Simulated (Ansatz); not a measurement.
The input, for Ansatz 0.2.0:

```yaml
crystal:
  periodic: [false, false, false]
  atoms:
    - {symbol: S, position_ang: [0.000000, 0.000000, 0.000000]}
    - {symbol: H, position_ang: [0.000000, 0.000000, 1.344413]}
basis:
  gaussian: {orbitals: "cc-pV(Q+d)Z.json"}
magnetization: {spin_polarized: false, initial_magnetization: 1}
correlation: {active_space: {ras: {orbitals: [3, 1, 85], electrons: 7, max_holes: 2, max_particles: 2}, fixed_orbitals: true}}
```

```sh
$ ansatz run in.yaml --threads 1 --pin off --events-out ev --progress --plain --max-ram 2880MiB --backend cpu
```

Output:

```
558 factors; integrals over basis functions are off by at most 1.1e-3 eV
mean field evaluation 1: about -10832.6823 eV, gradient 7.6e0 eV
mean field evaluation 2: about -10832.6825 eV, gradient 7.6e0 eV
mean field evaluation 4: about -10832.9603 eV, gradient 9.1e-1 eV
mean field evaluation 8: about -10832.9643 eV, gradient 1.3e-3 eV
mean field evaluation 16: about -10832.9643 eV, gradient 1.8e-4 eV
mean field -10832.96426023 eV, -398.1040937165 hartree, gradient 3.1e-6 eV, S^2 0.750000; 2 other end points of the search recorded, 0 dependent functions left out
reference -10832.96426023 eV, -398.1040937165 hartree; 9, 8 occupied and 85, 86 virtual orbitals, 558 factors
state -10838.01635170 eV, -398.2897546538 hartree
Total energy: -10838.01635170 eV, -398.2897546538 hartree
```

For the same geometry and basis UCCSDT(Q) lies 461.9 meV lower.

Ran on 1 thread of AMD EPYC 7R13, shared host: 7.5 s wall, 0.37 GiB peak host memory.
